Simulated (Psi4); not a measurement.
# C2H4B (SMILES B[C]=C) at 6 levels

Aim: a comparison of 6 runs (UHF/STO-3G, UHF/def2-SVP, UPBE0/def2-SVP, UMP2/6-311G**, UMP3/6-31G**, UCCSD(T)/6-31G) of C2H4B. 

The results are computed with Psi4 1.11.

1 further run of the same task is left out (set aside as unsound or not needed).

## 1. The system as given

C2H4B: 7 atoms, total charge 0, spin state doublet. SMILES: `B[C]=C`. The coordinates come from a GFN2-xTB relaxation.

Bond lengths: B1–C2 1.464 Å, C2–C3 1.288 Å, B1–H4 1.172 Å, B1–H5 1.172 Å, C3–H6 1.084 Å, C3–H7 1.084 Å. Angles: B1–C2–C3 179.8°, C2–B1–H4 119.7°, C2–B1–H5 119.8°, C2–C3–H6 123.1°, C2–C3–H7 123.1°, H4–B1–H5 120.5°, H6–C3–H7 113.8°.

## 2. Energy and forces at UHF/STO-3G (run 1)

Input file c2h4b.xyz:

```xyz
7
C2H4B
B     -1.075830     0.425360    -0.773780
C      0.057000    -0.020470     0.039540
C      1.051750    -0.415380     0.756660
H     -2.062370    -0.207830    -0.792290
H     -0.989160     1.411380    -1.402080
H      1.668510    -1.268180     0.495290
H      1.350100     0.075110     1.676660
```

Input file job.py:

```python
import psi4

psi4.set_memory(1600000000)
psi4.set_num_threads(1)
psi4.core.set_output_file('c2h4b.out', False)

with open('c2h4b.xyz') as f:
    atoms = ''.join(f.readlines()[2:])
m = psi4.geometry('0 2\n' + atoms + 'symmetry c1\nno_reorient\nno_com')

psi4.set_options({
    'basis': 'STO-3G',
    'reference': 'uhf',
    'puream': True,
    'e_convergence': 1e-09,
    'd_convergence': 1e-08,
    'scf_type': 'pk',
    'maxiter': 200,
})

result, w = psi4.gradient('scf', return_wfn=True)
psi4.oeprop(w, 'WIBERG_LOWDIN_INDICES', 'LOWDIN_CHARGES', 'QUADRUPOLE')
print('gradient / Eh bohr^-1')
print(result.np.round(6))
print(f'energy = {w.energy():.10f} Eh')
for k, v in sorted(psi4.core.scalar_variables().items()):
    print(f'{k:45s} {v:18.10f}')
```

The run is started by

```sh
$ python job.py
```

c2h4b.out:

```text
[...]
  Running in c1 symmetry.
[...]
  Nuclear repulsion =   51.996406147714772
[...]
  Multiplicity = 2
[...]
  Nalpha       = 11
  Nbeta        = 10
[...]
    Number of basis functions: 19
[...]
   @UHF iter   1:  -101.36433467141185   -2.45113e+00   6.36249e-03 ADIIS/DIIS
[...]
   @UHF iter  24:  -101.39537193704896   -4.26326e-13   1.08291e-09 DIIS
[...]
   @S^2 Observed:                1.025991269E+00
[...]
    Orbital Energies [Eh]
    ---------------------
    Alpha Occupied:
       1A    -11.014345     2A    -11.007958     3A     -7.407298
       4A     -1.000446     5A     -0.773715     6A     -0.628265
       7A     -0.579975     8A     -0.507503     9A     -0.497370
      10A     -0.346998    11A     -0.314589
    Alpha Virtual:
      12A      0.269707    13A      0.355173    14A      0.655776
      15A      0.725830    16A      0.752448    17A      0.795546
      18A      0.846433    19A      1.199270
    Beta Occupied:
[...]
  @UHF Final Energy:  -101.39537193704896
   => Energetics <=
    Nuclear Repulsion Energy =             51.9964061477147723
    One-Electron Energy =                -239.1296025416942257
    Two-Electron Energy =                  85.7378244569304968
    Total Energy =                       -101.3953719370489637
  UHF NO Occupations:
  HONO-2 :    9  A 1.9951453
  HONO-1 :   10  A 1.8621779
[...]
  -Total Gradient:
     Atom            X                  Y                   Z
    ------   -----------------  -----------------  -----------------
       1        0.019547492971    -0.007630456395     0.014177031535
       2        0.021766895656    -0.008639837237     0.015607841986
       3       -0.039688068053     0.015661797922    -0.028513516332
       4       -0.004550016959    -0.006562290370    -0.000055232115
       5        0.002115322062     0.007465822184    -0.001779466068
       6       -0.001345360178     0.000673073710     0.003157931680
       7        0.002153734501    -0.000968109814    -0.002594590685
[...]
 Multipole Moments:
 ------------------------------------------------------------------------------------
     Multipole            Electronic (a.u.)      Nuclear  (a.u.)        Total (a.u.)
 ------------------------------------------------------------------------------------
 L = 1.  Multiply by 2.5417464519 to convert [e a0] to [Debye]
 Dipole X            :         -2.1273910            2.3440730            0.2166820
 Dipole Y            :          0.8177891           -0.9029489           -0.0851598
 Dipole Z            :         -1.5179889            1.6740706            0.1560817
 Magnitude           :                                                    0.2802941
 L = 2.  Multiply by 1.3450342976 to convert [e a0^2] to [Debye ang]
 Quadrupole XX       :        -93.3518478           79.5708825          -13.7809653
 Quadrupole XY       :         27.7508302          -28.2055369           -0.4547067
[...]
```

The script printed:

```text
gradient / Eh bohr^-1
[[ 1.9547e-02 -7.6300e-03  1.4177e-02]
 [ 2.1767e-02 -8.6400e-03  1.5608e-02]
 [-3.9688e-02  1.5662e-02 -2.8514e-02]
 [-4.5500e-03 -6.5620e-03 -5.5000e-05]
 [ 2.1150e-03  7.4660e-03 -1.7790e-03]
 [-1.3450e-03  6.7300e-04  3.1580e-03]
 [ 2.1540e-03 -9.6800e-04 -2.5950e-03]]
energy = -101.3953719370 Eh
CURRENT ENERGY                                   -101.3953719370
CURRENT REFERENCE ENERGY                         -101.3953719370
DD SOLVATION ENERGY                                 0.0000000000
HF KINETIC ENERGY                                 101.3879574131
HF POTENTIAL ENERGY                              -202.7833293501
HF TOTAL ENERGY                                  -101.3953719370
HF VIRIAL RATIO                                     2.0000731302
NUCLEAR REPULSION ENERGY                           51.9964061477
ONE-ELECTRON ENERGY                              -239.1296025417
PCM POLARIZATION ENERGY                             0.0000000000
PE ENERGY                                           0.0000000000
SCF ITERATION ENERGY                             -101.3953719370
SCF ITERATIONS                                     24.0000000000
SCF TOTAL ENERGY                                 -101.3953719370
TWO-ELECTRON ENERGY                                85.7378244569
```

It took 1.2 s on 1 thread of Intel Xeon 6975P-C (Granite Rapids), shared host; peak memory 0.17 GiB.

## 3. The energy at UHF/def2-SVP (run 2)

Input file calc.dat:

```
memory 1600 MB

molecule {
  0 2
  B     -1.075830     0.425360    -0.773780
  C      0.057000    -0.020470     0.039540
  C      1.051750    -0.415380     0.756660
  H     -2.062370    -0.207830    -0.792290
  H     -0.989160     1.411380    -1.402080
  H      1.668510    -1.268180     0.495290
  H      1.350100     0.075110     1.676660
  units angstrom
  symmetry c1
  no_reorient
  no_com
}

set basis def2-SVP
set reference uhf
set puream true
set e_convergence 1e-09
set d_convergence 1e-08
set scf_type pk
set maxiter 200

e_tot, wfn = energy('scf', return_wfn=True)
oeprop(wfn, 'LOWDIN_CHARGES', 'QUADRUPOLE', 'MULLIKEN_CHARGES')
```

The run is started by

```sh
$ psi4 calc.dat calc.out -n 1
```

calc.out, cut to the lines that bear on the results:

```text
[...]
  Running in c1 symmetry.
[...]
  Nuclear repulsion =   51.996406147714772
[...]
  Multiplicity = 2
[...]
  Nalpha       = 11
  Nbeta        = 10
[...]
    Number of basis functions: 62
[...]
   @UHF iter   1:  -102.51042770387465   -9.29380e-01   4.08401e-03 DIIS/ADIIS
[...]
   @UHF iter  19:  -102.58449758911300   -3.58114e-12   4.01452e-09 DIIS
[...]
   @S^2 Observed:                8.572098540E-01
[...]
  @UHF Final Energy:  -102.58449758911300
   => Energetics <=
    Nuclear Repulsion Energy =             51.9964061477147723
    One-Electron Energy =                -239.4070205470115980
    Two-Electron Energy =                  84.8261168101838336
    Total Energy =                       -102.5844975891129991
  UHF NO Occupations:
  HONO-2 :    9  A 1.9973123
  HONO-1 :   10  A 1.9506519
[...]
 Multipole Moments:
 ------------------------------------------------------------------------------------
     Multipole            Electronic (a.u.)      Nuclear  (a.u.)        Total (a.u.)
 ------------------------------------------------------------------------------------
 L = 1.  Multiply by 2.5417464519 to convert [e a0] to [Debye]
 Dipole X            :         -2.0009023            2.3440730            0.3431707
 Dipole Y            :          0.7672544           -0.9029489           -0.1356945
 Dipole Z            :         -1.4266879            1.6740706            0.2473827
 Magnitude           :                                                    0.4442717
 L = 2.  Multiply by 1.3450342976 to convert [e a0^2] to [Debye ang]
 Quadrupole XX       :        -94.3810678           79.5708825          -14.8101853
 Quadrupole XY       :         27.3083212          -28.2055369           -0.8972157
[...]
  Mulliken Charges: (a.u.)
   Center  Symbol    Alpha    Beta     Spin     Total
       1     B     2.45305  2.34975  0.10331  0.19720
       2     C     3.70043  2.38894  1.31148 -0.08937
       3     C     2.75558  3.35427 -0.59869 -0.10985
       4     H     0.54237  0.54105  0.00132 -0.08341
       5     H     0.54236  0.54106  0.00130 -0.08342
       6     H     0.50311  0.41245  0.09066  0.08443
       7     H     0.50310  0.41247  0.09063  0.08443
   Total alpha = 11.00000, Total beta = 10.00000, Total charge = -0.00000
  Lowdin Charges: (a.u.)
[...]
```

Run time: 1.7 s. Hardware: 1 thread of Intel Xeon 6975P-C (Granite Rapids), shared host; peak memory 0.21 GiB.

Runs 3 to 5 aren't shown in full; the table further down has their settings and results.

## 4. The energy at UCCSD(T)/6-31G (run 6)

Input file calc.dat:

```
memory 1600 mb

molecule molecule1 {
  0 2
  B     -1.075830     0.425360    -0.773780
  C      0.057000    -0.020470     0.039540
  C      1.051750    -0.415380     0.756660
  H     -2.062370    -0.207830    -0.792290
  H     -0.989160     1.411380    -1.402080
  H      1.668510    -1.268180     0.495290
  H      1.350100     0.075110     1.676660
  symmetry c1
}

set reference uhf
set puream true
set e_convergence 1e-09
set d_convergence 1e-08
set scf_type pk
set num_frozen_docc 3
set maxiter 200

energy("ccsd(t)/6-31G")
```

The run is started by

```sh
$ psi4 calc.dat calc.out -n 1
```

calc.out:

```text
[...]
  Running in c1 symmetry.
[...]
  Nuclear repulsion =   51.996406147714772
[...]
  Multiplicity = 2
[...]
  Nalpha       = 11
  Nbeta        = 10
[...]
    Number of basis functions: 35
[...]
   @UHF iter   1:  -102.56910016554477   -9.56909e-01   5.97113e-03 ADIIS/DIIS
[...]
   @UHF iter  19:  -102.62497769296968   -6.96332e-13   3.13882e-09 DIIS
[...]
   @S^2 Observed:                8.972801807E-01
[...]
    Orbital Energies [Eh]
    ---------------------
    Alpha Occupied:
       1A    -11.260033     2A    -11.232978     3A     -7.599020
       4A     -1.065833     5A     -0.830188     6A     -0.681651
       7A     -0.621920     8A     -0.558648     9A     -0.529918
      10A     -0.394561    11A     -0.362318
    Alpha Virtual:
      12A      0.126161    13A      0.184153    14A      0.272661
      15A      0.315820    16A      0.345766    17A      0.348858
      18A      0.436375    19A      0.477501    20A      0.587540
      21A      0.591132    22A      0.635537    23A      0.656122
      24A      0.818484    25A      0.847934    26A      0.924988
[...]
  @UHF Final Energy:  -102.62497769296968
   => Energetics <=
    Nuclear Repulsion Energy =             51.9964061477147723
    One-Electron Energy =                -239.5088600641397250
    Two-Electron Energy =                  84.8874762234552804
    Total Energy =                       -102.6249776929696793
  UHF NO Occupations:
  HONO-2 :    9  A 1.9972196
  HONO-1 :   10  A 1.9301521
[...]
 Multipole Moments:
 ------------------------------------------------------------------------------------
     Multipole            Electronic (a.u.)      Nuclear  (a.u.)        Total (a.u.)
 ------------------------------------------------------------------------------------
 L = 1.  Multiply by 2.5417464519 to convert [e a0] to [Debye]
 Dipole X            :         -0.5666997            0.8928541            0.3261544
 Dipole Y            :          0.2284127           -0.3573804           -0.1289677
 Dipole Z            :         -0.4092015            0.6443451            0.2351436
 Magnitude           :                                                    0.4222581
[...]
      * MP2 total energy                      = -102.821634517491503
[...]
      * CCSD total energy                     = -102.863870588284556
[...]
      * CCSD(T) total energy                     = -102.870691746929339
[...]
```

Run time: 2.9 s. Hardware: 1 thread of Intel Xeon 6975P-C (Granite Rapids), shared host; peak memory 0.19 GiB.

## 5. Overview of the runs

```
run                                                                      level      task         integration grid  energy (Eh)  HOMO energy (eV)  LUMO energy (eV)   ⟨S²⟩  wall time
  1                                                                 UHF/STO-3G  gradient                        –  -101.395372             -8.56              4.53  1.026      1.2 s
  2                                                               UHF/def2-SVP    energy                        –  -102.584498            -10.09              0.96  0.857      1.7 s
  3                                                             UPBE0/def2-SVP  gradient  99 radial × 590 angular  -103.145827             -7.14             -3.43  0.755       13 s
  4                                                              UMP2/6-311G**    energy                        –  -103.018329            -10.05              1.00  0.855        3 s
  5  UMP3/6-31G** (DKH3, density fitting for correlation, Cartesian functions)    energy                        –  -103.052646             -9.92              1.35  0.866      1.9 s
  6                                                             UCCSD(T)/6-31G    energy                        –  -102.870692             -9.86              1.23  0.897      2.9 s
```

## 6. Outcome

| quantity | value |
| --- | --- |
| run 6: total energy | -102.87069 Eh |
| run 6: HOMO energy (Hartree–Fock orbitals) (highest over α and β) | -9.86 eV |
| run 6: LUMO energy (Hartree–Fock orbitals) (lowest over α and β) | 1.23 eV |
| run 6: correlation energy (3 core orbitals frozen) | -245.7 mEh |
| run 6: (T) correction | -6.82 mEh |
| run 6: ⟨S²⟩ of the reference determinant | 0.897 |
| run 6: T1 diagnostic | 0.053 |

What this shows: Over runs 1, 2, 3 the dipole moment (its size) runs from 0.71 D (UHF/STO-3G) to 1.54 D (UPBE0/def2-SVP). The two ends differ in method and basis. In run 1 the basis is minimal, so the values are rough. Spin contamination of the reference: run 1 ⟨S²⟩ = 1.03, run 6 ⟨S²⟩ = 0.90, run 5 ⟨S²⟩ = 0.87, run 2 ⟨S²⟩ = 0.86, run 4 ⟨S²⟩ = 0.85. All runs together took 24 s, the longest 13 s.
